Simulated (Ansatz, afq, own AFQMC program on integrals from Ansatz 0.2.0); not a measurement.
# BH2O (doublet): AFQMC on the coupled-cluster ladder at distance B1–O2 = 1.076 Å, cc-pVDZ

How near does AFQMC come to the top of the ladder for BH2O (doublet)?

Program: Ansatz 0.2.0, Gaussian basis, and an in-house AFQMC program (afq) on its integrals; all values are calculated. Level of theory: cc-pVDZ, frozen cores. These are calculated values, not measurements.

Plan: PBE (unrestricted); r2SCAN (unrestricted); PBE0 (unrestricted); B3LYP (unrestricted); wB97M-V (unrestricted); B2PLYP (unrestricted); CCSD(T) on UHF; CCSDT(Q) on UHF; Phaseless AFQMC, CISD trial on UHF; Phaseless AFQMC, single-determinant trial on UHF; Free-projection AFQMC, CISD trial on UHF.

## 1. The geometry

The geometry derives from a PBE0/def2-TZVP stationary point (not a proven minimum). One bond is set to the value named and the two fragments are kept rigid.

4 atoms, charge 0, spin multiplicity 2.

Atoms are counted from 1 here; the program's logs count them from 0.

Bond lengths: B1–O2 1.076 Å, B1–H3 1.201 Å, O2–H4 0.961 Å. Angles: O2–B1–H3 121.0°, B1–O2–H4 114.7°.

As a file:

```xyz
4
charge 0, multiplicity 2
B     0.0000   -0.1930    0.5969
O     0.0000    0.1292   -0.4298
H     0.0000    0.6044    1.4945
H     0.0000   -0.5841   -1.0744
```

## 2. PBE (unrestricted)

in.yaml reads:

```yaml
crystal:
  periodic: [false, false, false]
  atoms:
    - {symbol: B, position_ang: [0.000000, -0.193032, 0.596860]}
    - {symbol: O, position_ang: [0.000000, 0.129158, -0.429770]}
    - {symbol: H, position_ang: [0.000000, 0.604369, 1.494507]}
    - {symbol: H, position_ang: [0.000000, -0.584111, -1.074432]}
basis:
  gaussian: {orbitals: cc-pVDZ}
magnetization: {spin_polarized: true, initial_magnetization: 1}
hamiltonian: {xc: {name: PBE}}
output: {orbitals: {seedname: orbitals}}
```

Launch:

```sh
$ ansatz run in.yaml --threads 1 --pin off --events-out ev --progress --plain --max-ram 1382MiB
```

The program printed:

```text
Functional definition: PBE
  name "PBE"
  cite "Perdew, Burke & Ernzerhof, Phys. Rev. Lett. 77, 3865 (1996) doi:10.1103/PhysRevLett.77.3865"
  parent pbe
  parameter kappa = 0.804
  parameter beta = 0.06672455060314922
  exchange = pbe_x(kappa = kappa, mu = beta*pi^2/3)
  correlation = pbe_c(beta = beta)
405 factors; their error is unknown
mean field evaluation 1: about -2743.1241 eV, gradient 3.8e1 eV
mean field evaluation 2: about -2732.8019 eV, gradient 6.6e1 eV
mean field evaluation 4: about -2748.4480 eV, gradient 1.8e0 eV
mean field evaluation 8: about -2748.4408 eV, gradient 2.1e-2 eV
mean field -2748.44082561 eV, -101.0033373809 hartree, gradient 2.7e-5 eV, S^2 0.751506; 0 other end points of the search recorded, 0 dependent functions left out
reference -2748.44085288 eV, -101.0033383832 hartree; 8, 7 occupied and 30, 31 virtual orbitals, 405 factors
Total energy: -2748.44085288 eV, -101.0033383832 hartree
```

Run time: 0.67 s. Hardware: 1 thread of Arm Neoverse V1, shared host.

From the report: ⟨S²⟩ of the determinant 0.752 (pure doublet: 0.75).

## 3. r2SCAN (unrestricted)

in.yaml: that of step 2 with these lines changed.

```diff
@@ -10,3 +10,2 @@
 magnetization: {spin_polarized: true, initial_magnetization: 1}
-hamiltonian: {xc: {name: PBE}}
-output: {orbitals: {seedname: orbitals}}
+hamiltonian: {xc: {name: r2SCAN}}
```

Launched as before.

The program printed:

```text
Functional definition: r2SCAN
  name "r2SCAN"
  cite "Furness, Kaplan, Ning, Perdew & Sun, J. Phys. Chem. Lett. 11, 8208 (2020) doi:10.1021/acs.jpclett.0c02405"
  cite "Furness, Kaplan, Ning, Perdew & Sun, J. Phys. Chem. Lett. 11, 9248 (2020) doi:10.1021/acs.jpclett.0c03077"
  parent r2scan
  parameter k0 = 0.174
  parameter k1 = 0.065
  parameter a1 = 4.9479
  exchange = r2scan_x(k0 = k0, k1 = k1, a1 = a1)
  correlation = r2scan_c
405 factors; their error is unknown
mean field evaluation 1: about -2746.0463 eV, gradient 3.5e1 eV
mean field evaluation 2: about -2740.8852 eV, gradient 5.2e1 eV
mean field evaluation 4: about -2750.5065 eV, gradient 1.1e0 eV
mean field evaluation 8: about -2750.4908 eV, gradient 5.8e-2 eV
mean field evaluation 16: about -2750.4908 eV, gradient 4.4e-5 eV
mean field -2750.49082988 eV, -101.0786736483 hartree, gradient 4.4e-5 eV, S^2 0.752555; 0 other end points of the search recorded, 0 dependent functions left out
reference -2750.49083871 eV, -101.0786739729 hartree; 8, 7 occupied and 30, 31 virtual orbitals, 405 factors
Total energy: -2750.49083871 eV, -101.0786739729 hartree
```

Run time: 1.7 s. Hardware: 1 thread of Arm Neoverse V1, shared host.

From the report: ⟨S²⟩ of the determinant 0.753 (pure doublet: 0.75).

## 4. PBE0 (unrestricted)

in.yaml: that of step 3 with these lines changed.

```diff
@@ -10,2 +10,3 @@
 magnetization: {spin_polarized: true, initial_magnetization: 1}
-hamiltonian: {xc: {name: r2SCAN}}
+hamiltonian: {xc: {name: PBE0}}
+output: {orbitals: {seedname: orbitals}}
```

The command is unchanged.

The program printed:

```text
Functional definition: PBE0
  name "PBE0"
  cite "Adamo & Barone, J. Chem. Phys. 110, 6158 (1999) doi:10.1063/1.478522"
  cite "Perdew, Burke & Ernzerhof, Phys. Rev. Lett. 77, 3865 (1996) doi:10.1103/PhysRevLett.77.3865"
  parent pbe
  parameter a = 0.25
  parameter kappa = 0.804
  parameter beta = 0.06672455060314922
  exchange = (1 - a)*pbe_x(kappa = kappa, mu = beta*pi^2/3) + a*exact_x
  correlation = pbe_c(beta = beta)
346 factors; integrals over basis functions are off by at most 1.3e-3 eV
mean field evaluation 1: about -2745.1450 eV, gradient 3.2e1 eV
mean field evaluation 2: about -2743.1781 eV, gradient 4.1e1 eV
mean field evaluation 4: about -2748.7906 eV, gradient 6.3e-1 eV
mean field evaluation 8: about -2748.7916 eV, gradient 7.4e-3 eV
mean field -2748.79164822 eV, -101.0162298743 hartree, gradient 1.9e-5 eV, S^2 0.751827; 0 other end points of the search recorded, 0 dependent functions left out
reference -2748.79166860 eV, -101.0162306231 hartree; 8, 7 occupied and 30, 31 virtual orbitals, 346 factors
Total energy: -2748.79166860 eV, -101.0162306231 hartree
```

Wall time 0.76 s (1 thread of Arm Neoverse V1, shared host).

From the report: ⟨S²⟩ of the determinant 0.752 (pure doublet: 0.75).

## 5. B3LYP (unrestricted)

in.yaml: that of step 4 with these lines changed.

```diff
@@ -10,3 +10,2 @@
 magnetization: {spin_polarized: true, initial_magnetization: 1}
-hamiltonian: {xc: {name: PBE0}}
-output: {orbitals: {seedname: orbitals}}
+hamiltonian: {xc: {name: B3LYP}}
```

Launched as before.

The program printed, cut to the lines that bear on the results:

```text
Functional definition: B3LYP
  name "B3LYP"
  cite "Stephens, Devlin, Chabalowski & Frisch, J. Phys. Chem. 98, 11623 (1994) doi:10.1021/j100096a001"
  cite "Becke, Phys. Rev. A 38, 3098 (1988) doi:10.1103/PhysRevA.38.3098"
  cite "Lee, Yang & Parr, Phys. Rev. B 37, 785 (1988) doi:10.1103/PhysRevB.37.785"
  cite "Vosko, Wilk & Nusair, Can. J. Phys. 58, 1200 (1980) doi:10.1139/p80-159"
[...]
346 factors; integrals over basis functions are off by at most 1.3e-3 eV
[...]
mean field -2752.13853900 eV, -101.1392258417 hartree, gradient 8.8e-5 eV, S^2 0.751503; 0 other end points of the search recorded, 0 dependent functions left out
reference -2752.13871346 eV, -101.1392322530 hartree; 8, 7 occupied and 30, 31 virtual orbitals, 346 factors
Total energy: -2752.13871346 eV, -101.1392322530 hartree
```

It took 0.69 s on 1 thread of Arm Neoverse V1, shared host.

From the report: ⟨S²⟩ of the determinant 0.752 (pure doublet: 0.75).

## 6. wB97M-V (unrestricted)

in.yaml: that of step 5 with these lines changed.

```diff
@@ -10,2 +10,3 @@
 magnetization: {spin_polarized: true, initial_magnetization: 1}
-hamiltonian: {xc: {name: B3LYP}}
+hamiltonian: {xc: {name: wB97M-V}}
+output: {orbitals: {seedname: orbitals}}
```

The command is unchanged.

The program printed, cut to the lines that bear on the results:

```text
Functional definition: wB97M-V
  name "wB97M-V"
  cite "Mardirossian & Head-Gordon, J. Chem. Phys. 144, 214110 (2016) doi:10.1063/1.4952647"
  cite "Becke, J. Chem. Phys. 107, 8554 (1997) doi:10.1063/1.475007"
  cite "Vydrov & Van Voorhis, J. Chem. Phys. 133, 244103 (2010) doi:10.1063/1.3521275"
  # Of w^i u^j: cxij and so on, Table III.
[...]
  gx(w, u) = 1 - cx + cx01*u + cx10*w
  gss(w, u) = css00 + css04*u^4 + css10*w + css20*w^2 + css43*w^4*u^3
  gos(w, u) = cos00 + cos10*w + (cos20 + cos21*u)*w^2 + (cos60 + cos61*u)*w^6
[...]
      + integral(e_c_pw_mod_opposite_spin*gos(b97_w_opposite, b97_u_opposite)) + vv10(b, c)
346 factors; integrals over basis functions are off by at most 1.3e-3 eV
111 factors; integrals over basis functions are off by at most 1.3e-5 eV
[...]
mean field -2750.80439855 eV, -101.0901970847 hartree, gradient 8.3e-5 eV, S^2 0.751178; 0 other end points of the search recorded, 0 dependent functions left out
reference -2750.80442737 eV, -101.0901981435 hartree; 8, 7 occupied and 30, 31 virtual orbitals, 346 factors
Total energy: -2750.80442737 eV, -101.0901981435 hartree
```

Wall time 2.7 s (1 thread of Arm Neoverse V1, shared host).

From the report: ⟨S²⟩ of the determinant 0.751 (pure doublet: 0.75).

## 7. B2PLYP (unrestricted)

in.yaml: that of step 6 with these lines changed.

```diff
@@ -10,3 +10,3 @@
 magnetization: {spin_polarized: true, initial_magnetization: 1}
-hamiltonian: {xc: {name: wB97M-V}}
-output: {orbitals: {seedname: orbitals}}
+hamiltonian: {xc: {name: B2PLYP}}
+correlation: {electrons: outside_noble_gas}
```

Same command.

The program printed, cut to the lines that bear on the results:

```text
Functional definition: B2PLYP
  name "B2PLYP"
  cite "Grimme, J. Chem. Phys. 124, 034108 (2006) doi:10.1063/1.2148954"
  cite "Becke, Phys. Rev. A 38, 3098 (1988) doi:10.1103/PhysRevA.38.3098"
  cite "Lee, Yang & Parr, Phys. Rev. B 37, 785 (1988) doi:10.1103/PhysRevB.37.785"
[...]
346 factors; integrals over basis functions are off by at most 1.3e-3 eV
[...]
mean field -2747.14541597 eV, -100.9557319548 hartree, gradient 3.2e-6 eV, S^2 0.752356; 0 other end points of the search recorded, 0 dependent functions left out
2 core orbitals not correlated: weight in the atoms' cores, before any rotation towards them, 1.000 or more for the frozen orbitals, at most 0.000 for the correlated occupied ones
reference -2747.14552598 eV, -100.9557359977 hartree; 6, 5 occupied and 30, 31 virtual orbitals, 346 factors
second order -8.11397213 eV of doubles, -0.00000000 eV of singles
Total energy: -2749.33629845 eV, -101.0362454011 hartree
```

It took 1.1 s on 1 thread of Arm Neoverse V1, shared host.

From the report: ⟨S²⟩ of the determinant 0.752 (pure doublet: 0.75).

## 8. CCSD(T) on UHF

in.yaml: that of step 7 with these lines changed.

```diff
@@ -10,3 +10,2 @@
 magnetization: {spin_polarized: true, initial_magnetization: 1}
-hamiltonian: {xc: {name: B2PLYP}}
-correlation: {electrons: outside_noble_gas}
+correlation: {method: ccsd_t, electrons: outside_noble_gas, hamiltonian_folder: ham}
```

Same command.

The program printed, cut to the lines that bear on the results:

```text
Functional definition: HF
  name "HF"
  cite "Fock, Z. Phys. 61, 126 (1930) doi:10.1007/BF01340294"
  parent pbe
[...]
346 factors; integrals over basis functions are off by at most 1.3e-3 eV
[...]
mean field -2737.21193218 eV, -100.5906831587 hartree, gradient 2.4e-6 eV, S^2 0.753903; 0 other end points of the search recorded, 0 dependent functions left out
2 core orbitals not correlated: weight in the atoms' cores, before any rotation towards them, 1.000 or more for the frozen orbitals, at most 0.000 for the correlated occupied ones
reference -2737.21193218 eV, -100.5906831587 hartree; 6, 5 occupied and 30, 31 virtual orbitals, 346 factors
second order -6.73435193 eV of doubles, -0.00000000 eV of singles
cycle   1  -6.99816605 eV  change   -2.6e-1 eV  update   5.6e-2
[...]
cycle  10  -7.21123443 eV  change   -5.7e-7 eV  update   6.8e-6
perturbative correction -0.14981296 eV, -0.0055055249 hartree
Total energy: -2744.57297957 eV, -100.8611966608 hartree
```

It took 0.94 s on 1 thread of Arm Neoverse V1, shared host.

From the report: ⟨S²⟩ of the determinant 0.754 (pure doublet: 0.75); correlation -7.3610 eV; T1 0.013; largest double amplitude 0.04.

This run also writes the integrals to the folder ham.

## 9. CCSDT(Q) on UHF

in.yaml: that of step 8 with these lines changed.

```diff
@@ -10,2 +10,2 @@
 magnetization: {spin_polarized: true, initial_magnetization: 1}
-correlation: {method: ccsd_t, electrons: outside_noble_gas, hamiltonian_folder: ham}
+correlation: {method: ccsdt_q, electrons: outside_noble_gas}
```

Same command.

The program printed, cut to the lines that bear on the results:

```text
Functional definition: HF
  name "HF"
  cite "Fock, Z. Phys. 61, 126 (1930) doi:10.1007/BF01340294"
  parent pbe
[...]
678 factors; integrals over basis functions are off by at most 1.5e-7 eV
[...]
mean field -2737.21198495 eV, -100.5906850981 hartree, gradient 2.4e-6 eV, S^2 0.753903; 0 other end points of the search recorded, 0 dependent functions left out
2 core orbitals not correlated: weight in the atoms' cores, before any rotation towards them, 1.000 or more for the frozen orbitals, at most 0.000 for the correlated occupied ones
reference -2737.21198495 eV, -100.5906850981 hartree; 6, 5 occupied and 30, 31 virtual orbitals, 678 factors
second order -6.73437588 eV of doubles, -0.00000000 eV of singles
cycle   1  -6.99816672 eV  change   -2.6e-1 eV  update   6.4e-2
[...]
cycle  15  -7.37261146 eV  change   -1.6e-7 eV  update   5.9e-7
perturbative correction -0.01257508 eV, -0.0004621256 hartree
Total energy: -2744.59717149 eV, -100.8620856976 hartree
```

It took 19 s on 1 thread of Arm Neoverse V1, shared host; peak memory 0.32 GiB.

From the report: ⟨S²⟩ of the determinant 0.754 (pure doublet: 0.75); correlation -7.3852 eV; T1 0.013; largest double amplitude 0.04.

## 10. Phaseless AFQMC, CISD trial on UHF

It reads the integrals that the CCSD(T) run on this determinant wrote.

Launch:

```sh
$ afq ham --method phaseless --trial cisd --walkers 60 --populations 1 --least-time 40 --time-step 0.005 --steps-per-block 50 --equilibration-blocks 28 --max-blocks 300 --target-error 0.0004 --factor-cut 1e-05 --start spin_pure --seed 7730 --release-times 0.24,0.51,0.99,1.62,2.4 --release-step 0.03 --release-every 4 --taylor-order 6
```

The program printed:

```text
orbitals 36  electrons 6 5  factors 285 of 346
reference energy -100.59068316 Eh
CCSD correlation -0.26500784 Eh in 10 cycles, weight of the determinant in the CISD state 0.9189
energy of the start -100.855601 Eh
 block  time / (1/Eh)  mean weight  energy / Eh
     1     0.250  0.9978  -100.854778
     2     0.500  0.9998  -100.859457
     3     0.750  1.0006  -100.863488
     4     1.000  1.0021  -100.858260
     5     1.250  1.0004  -100.858519
     6     1.500  1.0002  -100.857322
     7     1.750  0.9986  -100.858199
     8     2.000  0.9963  -100.861263
     9     2.250  1.0030  -100.859270
    10     2.500  0.9983  -100.859036
    13     3.250  1.0027  -100.859831
    17     4.250  1.0005  -100.862641
    21     5.250  1.0009  -100.865244
    25     6.250  1.0019  -100.864542
    29     7.250  0.9987  -100.863355
    33     8.250  1.0019  -100.863075
    37     9.250  1.0020  -100.858821
    41    10.250  1.0002  -100.862678
    45    11.250  0.9979  -100.872954
    49    12.250  0.9999  -100.856654
    53    13.250  1.0034  -100.863107
    57    14.250  1.0006  -100.859933
    61    15.250  1.0007  -100.861017
    65    16.250  1.0023  -100.859678
    69    17.250  0.9973  -100.862547
    73    18.250  1.0030  -100.860575
    77    19.250  1.0014  -100.864587
    81    20.250  0.9989  -100.867524
    85    21.250  1.0006  -100.859935
    89    22.250  0.9993  -100.860111
    93    23.250  0.9977  -100.859569
    97    24.250  1.0016  -100.863378
   101    25.250  0.9997  -100.864789
   105    26.250  0.9995  -100.857114
   109    27.250  0.9999  -100.860960
   113    28.250  0.9990  -100.861952
   117    29.250  1.0000  -100.885915
   121    30.250  1.0028  -100.860402
   125    31.250  1.0008  -100.859996
   129    32.250  1.0003  -100.856793
   133    33.250  0.9998  -100.857136
   137    34.250  1.0029  -100.863929
   141    35.250  0.9995  -100.863358
   145    36.250  0.9979  -100.862008
   149    37.250  0.9993  -100.857750
   153    38.250  0.9985  -100.860615
   157    39.250  1.0009  -100.863271
   161    40.250  1.0001  -100.859412
   165    41.250  0.9977  -100.865621
   169    42.250  0.9989  -100.856638
   173    43.250  0.9983  -100.864634
   177    44.250  1.0012  -100.863350
   181    45.250  0.9989  -100.859154
   185    46.250  0.9978  -100.859182
   189    47.250  0.9989  -100.861194
   193    48.250  1.0000  -100.869335
   197    49.250  1.0025  -100.859495
blocks merged  error / Eh  count
     1  0.000322  170
     2  0.000376  85
     4  0.000366  42
     8  0.000396  21
    16  0.000290  10
released: time / (1/Eh)  energy / Eh  error  mean overlap
  0.24  -100.861859  0.000468  0.9998
  0.51  -100.861415  0.000377  1.0048
  0.99  -100.862407  0.000455  1.0038
  1.62  -100.861575  0.000387  1.0319
  2.40  -100.861990  0.000544  1.0086
energy -100.862197 +/- 0.000396 Eh
```

Wall time 4.9 min (1 thread of Arm Neoverse V1, shared host).

Energy -2744.6002 ± 0.0108 eV. Caveats: constraint bias not in the error.

## 11. Phaseless AFQMC, single-determinant trial on UHF

It reads the integrals that the CCSD(T) run on this determinant wrote.

Launch:

```sh
$ afq ham --method phaseless --trial hf --walkers 120 --populations 1 --least-time 40 --time-step 0.005 --steps-per-block 20 --equilibration-blocks 112 --max-blocks 600 --target-error 0.0012000000000000001 --factor-cut 1e-05 --start spin_pure --seed 4254 --taylor-order 6
```

The program printed:

```text
orbitals 36  electrons 6 5  factors 285 of 346
reference energy -100.59068316 Eh
CCSD correlation -0.26500784 Eh in 10 cycles, weight of the determinant in the CISD state 0.9189
energy of the start -100.590739 Eh
 block  time / (1/Eh)  mean weight  energy / Eh
     1     0.100  1.0022  -100.683477
     2     0.200  1.0014  -100.739694
     3     0.300  1.0023  -100.763954
     4     0.400  1.0017  -100.796727
     5     0.500  1.0004  -100.814933
     6     0.600  1.0043  -100.828831
     7     0.700  1.0001  -100.812266
     8     0.800  1.0012  -100.847288
     9     0.900  0.9967  -100.819684
    10     1.000  1.0022  -100.816400
    18     1.800  0.9995  -100.841028
    35     3.500  1.0023  -100.877457
    52     5.200  1.0007  -100.853271
    69     6.900  0.9993  -100.870498
    86     8.600  1.0013  -100.925825
   103    10.300  0.9992  -100.981289
   120    12.000  0.9993  -100.898891
   137    13.700  0.9988  -100.847943
   154    15.400  1.0027  -100.906440
   171    17.100  1.0009  -100.862073
   188    18.800  0.9995  -100.859057
   205    20.500  0.9992  -100.865799
   222    22.200  0.9987  -100.900596
   239    23.900  1.0014  -100.828651
   256    25.600  0.9980  -100.817887
   273    27.300  1.0005  -100.875626
   290    29.000  0.9998  -100.860798
   307    30.700  1.0000  -100.880383
   324    32.400  1.0015  -100.882261
   341    34.100  1.0010  -100.856123
   358    35.800  0.9982  -100.840963
   375    37.500  1.0004  -100.849158
   392    39.200  0.9988  -100.854343
   409    40.900  0.9997  -100.860516
   426    42.600  1.0016  -100.860207
   443    44.300  0.9989  -100.820922
   460    46.000  1.0012  -100.848455
   477    47.700  1.0001  -100.872694
   494    49.400  0.9991  -100.879032
   511    51.100  1.0005  -100.857968
   528    52.800  1.0010  -100.886016
   545    54.500  0.9986  -100.889473
   562    56.200  0.9985  -100.884214
   579    57.900  1.0005  -100.881338
   596    59.600  1.0023  -100.851620
   613    61.300  0.9998  -100.841736
   630    63.000  0.9962  -100.880901
   647    64.700  0.9992  -100.863838
   664    66.400  1.0007  -100.879259
   681    68.100  1.0009  -100.861739
   698    69.800  1.0009  -100.867187
blocks merged  error / Eh  count
     1  0.000875  600
     2  0.001114  300
     4  0.001389  150
     8  0.001589  75
    16  0.001841  37
    32  0.002221  18
    64  0.001663  9
energy -100.861933 +/- 0.002221 Eh
```

It took 4.8 min on 1 thread of Arm Neoverse V1, shared host.

Energy -2744.5930 ± 0.0604 eV. Caveats: constraint bias not in the error; error above the target.

## 12. Free-projection AFQMC, CISD trial on UHF

It reads the integrals that the CCSD(T) run on this determinant wrote.

Launch:

```sh
$ afq ham --method free --trial cisd --walkers 60 --time-step 0.03 --max-blocks 80 --target-error 0.0004 --factor-cut 1e-05 --seed 8827 --times 0,0.21,0.42,0.81,1.2,1.8,2.4,3 --taylor-order 8
```

The program printed:

```text
orbitals 36  electrons 6 5  factors 285 of 346
reference energy -100.59068316 Eh
CCSD correlation -0.26500784 Eh in 10 cycles, weight of the determinant in the CISD state 0.9189
repeat  energy at the last time / Eh  error
    10  -100.860469  0.001180
    20  -100.862913  0.001348
    30  -100.863397  0.000975
    40  -100.863085  0.000787
    50  -100.862604  0.000666
    60  -100.862078  0.000596
    70  -100.861929  0.000555
    80  -100.861975  0.000517
time / (1/Eh)  energy / Eh  error  mean overlap
  0.00  -100.855642  0.000177  1.0873
  0.21  -100.859743  0.000200  1.0784
  0.42  -100.860917  0.000226  1.0777
  0.81  -100.862019  0.000242  1.0655
  1.20  -100.861772  0.000290  1.0669
  1.80  -100.861264  0.000379  1.0872
  2.40  -100.861498  0.000431  1.1087
  3.00  -100.861975  0.000517  1.1053
energy -100.861975 +/- 0.000517 Eh
```

Run time: 4.4 min. Hardware: 1 thread of Arm Neoverse V1, shared host.

Energy -2744.5942 ± 0.0141 eV. Caveats: remainder of the start not in the error.

## 13. AFQMC on the ladder

On the UHF determinant, counted from CCSDT(Q) (a yardstick, not exact):

```csv
level,energy (eV),from CCSDT(Q) (meV),statistical error (meV),time
HF,-2737.2119,+7385.2,,
MP2,-2743.9463,+650.9,,
CCSD,-2744.4232,+174.0,,
CCSD(T),-2744.5730,+24.2,,
CCSDT(Q),-2744.5972,0.0,,
"Phaseless AFQMC, CISD trial, step 0.005, 60 walkers",-2744.6002,-3.0,10.8,4.9 min
"Phaseless AFQMC, single-determinant trial, step 0.005, 120 walkers",-2744.5930,+4.2,60.4,4.8 min
"Free-projection AFQMC, CISD trial, step 0.03, 60 walkers",-2744.5942,+3.0,14.1,4.4 min
```

The functionals' totals stand on their own zeros and serve differences with other points: PBE -2748.441 eV; r2SCAN -2750.491 eV; PBE0 -2748.792 eV; B3LYP -2752.139 eV; wB97M-V -2750.804 eV; B2PLYP -2749.336 eV.

## 14. Summary of results

| quantity | value |
| --- | --- |
| CCSD(T) on UHF from CCSDT(Q) | +24.2 meV |
| Phaseless AFQMC, CISD trial on UHF from CCSDT(Q) | -3.0 ± 10.8 meV |
| Phaseless AFQMC, single-determinant trial on UHF from CCSDT(Q) | +4.2 ± 60.4 meV |
| Free-projection AFQMC, CISD trial on UHF from CCSDT(Q) | +3.0 ± 14.1 meV |

What this shows: On UHF the phaseless walk with the CISD trial lies -3.0 meV from CCSDT(Q), within three error bars. Free projection has no constraint; at the last time it gives +3.0 ± 14.1 meV, and from a start that isn't spin pure other spins can mix in. Error bars are statistical and leave out the constraint, the time step and what remains of the start.
